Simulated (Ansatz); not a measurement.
The input, for Ansatz 0.2.0:

```yaml
crystal:
  periodic: [false, false, false]
  atoms:
    - {symbol: B, position_ang: [0.000000, -0.640544, 1.467262]}
    - {symbol: S, position_ang: [0.000000, 0.422404, 0.118737]}
    - {symbol: N, position_ang: [0.000000, -0.487577, -1.259149]}
    - {symbol: H, position_ang: [0.000000, 0.208234, -2.017340]}
basis:
  gaussian: {orbitals: STO-3G}
magnetization: {spin_polarized: false, initial_magnetization: 3}
hamiltonian: {xc: {name: r2SCAN}}
correlation: {method: ccsdt, electrons: all, diis_vectors: 2}
output: {forces: true}
```

```sh
$ ansatz run in.yaml --threads 1 --pin off --events-out ev --progress --plain --max-ram 2393MiB
```

Log:

```
350 factors; integrals over basis functions are off by at most 4.4e-8 eV
mean field evaluation 1: about -12856.9928 eV, gradient 3.0e1 eV
mean field evaluation 2: about -12856.9641 eV, gradient 3.0e1 eV
mean field evaluation 4: about -12857.5517 eV, gradient 2.4e1 eV
mean field evaluation 8: about -12861.6702 eV, gradient 2.0e-1 eV
mean field evaluation 16: about -12861.6708 eV, gradient 3.8e-5 eV
mean field -12861.67080260 eV, -472.6576840421 hartree, gradient 3.6e-6 eV, S^2 3.750000; 1 other end points of the search recorded, 0 dependent functions left out
mean field evaluation 32: about -12834.5858 eV, gradient 4.5e0 eV
reference -12834.34336297 eV, -471.6534191589 hartree; 16, 13 occupied and 4, 7 virtual orbitals, 350 factors
second order -2.64009422 eV of doubles, -0.52889651 eV of singles
cycle   1  -3.27359746 eV  change   -9.6e-2 eV  update   9.1e-2
cycle   2  -3.52932850 eV  change   -2.6e-1 eV  update   4.5e-2
cycle   3  -3.69427506 eV  change   -1.6e-1 eV  update   2.2e-2
cycle   4  -3.69837328 eV  change   -4.1e-3 eV  update   9.8e-3
...
cycle  19  -3.71072679 eV  change    4.8e-6 eV  update   1.4e-5
cycle  20  -3.71073096 eV  change   -4.2e-6 eV  update   9.3e-6
cycle  21  -3.71073058 eV  change    3.8e-7 eV  update   6.9e-6
cycle  22  -3.71073416 eV  change   -3.6e-6 eV  update   4.9e-6
cycle  23  -3.71073495 eV  change   -7.9e-7 eV  update   3.7e-6
cycle  24  -3.71073694 eV  change   -2.0e-6 eV  update   2.6e-6
cycle  25  -3.71073714 eV  change   -1.9e-7 eV  update   1.9e-6
cycle  26  -3.71073806 eV  change   -9.3e-7 eV  update   1.3e-6
cycle  27  -3.71073815 eV  change   -8.3e-8 eV  update   9.8e-7
cycle  28  -3.71073851 eV  change   -3.6e-7 eV  update   7.1e-7
the calculation of the forces begins
Total energy: -12838.05410148 eV, -471.7897862837 hartree
Atom 0 at     0.000000    -0.640544     1.467262 Å, force     0.000000    -0.473122     0.123452 eV/Å
Atom 1 at     0.000000     0.422404     0.118737 Å, force     0.000000     3.820781     4.185269 eV/Å
Atom 2 at     0.000000    -0.487577    -1.259149 Å, force    -0.000000    -5.462940    -2.269745 eV/Å
Atom 3 at     0.000000     0.208234    -2.017340 Å, force    -0.000000     2.115281    -2.038975 eV/Å
Dipole moment:    -0.000000     0.306368    -0.037412 e Å
```

Forces (eV/Å):
```
B    0.000 -0.473  0.123
S    0.000  3.821  4.185
N    0.000 -5.463 -2.270
H    0.000  2.115 -2.039
```

Ran on 1 thread of AMD EPYC, shared host: 55 s wall, 0.3 GiB peak host memory.
